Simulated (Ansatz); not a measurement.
**H$_{3}$Si–SiH$_{2}$, doublet: the ladder up to UCCSDT(Q)**

Geometry: a PBE0/def2-TZVP stationary point for this spin, not checked as a minimum.

```xyz
7

Si   -0.0305    0.0000    1.1383
Si    0.0696    0.0000   -1.1851
H     0.6628   -1.2107    1.6524
H     0.6628    1.2107    1.6524
H    -1.4280    0.0000    1.6551
H    -0.4929   -1.2186   -1.8288
H    -0.4929    1.2186   -1.8288
```

Basis cc-pVDZ; Ansatz 0.2.0. Only valence electrons are correlated (noble-gas cores frozen), which leaves 13 electrons in 51 orbitals. R marks a restricted (for open shells ROHF) determinant, U an unrestricted one.

Full CI isn't at hand for all of this; UCCSDT(Q) serves as the reference, and is uncertain by about the last step of the cluster series. The frozen core follows each run's orbitals, which can shift R against U totals by a few meV.

For open shells CISD is restricted-active-space CI with the open shells as a complete middle space.

The UHF ⟨S²⟩ is 0.758 and the T1 diagnostic (RCCSD) is 0.0169. The largest doubles amplitude (RCCSD) is 0.035. The T1 diagnostic (UCCSD) is 0.0133.

| level | E − E(RHF) (eV) |
| --- | --- |
| UHF | -0.0575 |
| RMP2 | -5.2894 |
| UMP2 | -5.2941 |
| RCCSD | -6.5913 |
| UCCSD | -6.5927 |
| RCCSD(T) | -6.7477 |
| UCCSD(T) | -6.7479 |

Task: Estimate how far UCCSDT(Q) in cc-pVDZ lies from RCCSD(T). The table doesn't fix it; the size of (T) and the diagnostics are the guide.

Result: UCCSDT(Q) in cc-pVDZ lies 3.8 kJ/mol below RCCSD(T), which is 25 % of the (T) step (-15.1 kJ/mol). The diagnostics give no warning, yet the rest is a sizeable part of (T).

The other levels:

```
    level  E − E(UCCSDT(Q)) (kJ/mol)  share of correlation (%)   wall time
     CISD                       77.1                     88.22       4.8 s
  BCCD(T)                        3.7                     99.43       2.9 s
   RCCSDT                        0.6                     99.91           –
   UCCSDT                        0.6                     99.91           –
RCCSDT(Q)                        0.0                     99.99  6 s (H100)
```

The correlation energy at UCCSDT(Q), counted from RHF, is -6.787 eV. That run took 4.3 s on 2 threads of AMD EPYC 7R13 with a shared H100 80 GB, shared host.

Times hold each run's SCF and search for its determinant on a shared host, so for small cases they say little of a method's own cost; rows without a card ran on 1 thread of AMD EPYC 7R13.

Atomization energy (electronic, same basis, no zero-point term; atoms at the same level, unrestricted beside the R rows where the molecule is a closed shell, with restricted open-shell steps beyond CCSDT(Q)) at UCCSDT(Q): 1693.4 kJ/mol. Errors of other levels:

| level | error (kJ/mol) |
| --- | --- |
| RHF | -292.1 |
| UHF | -305.7 |
| RMP2 | -35.4 |
| UMP2 | -36.4 |
| CISD | -66.8 |
| RCCSD | -10.7 |
| UCCSD | -11.3 |
| RCCSD(T) | -1.4 |
| UCCSD(T) | -1.5 |
| BCCD(T) | -1.3 |
| RCCSDT | -0.4 |
| UCCSDT | -0.4 |
| RCCSDT(Q) | 0.0 |

This basis is far from its limit, so the value isn't to be set against a measured one. Truncated CI isn't size-consistent, which counts against it in atomization.
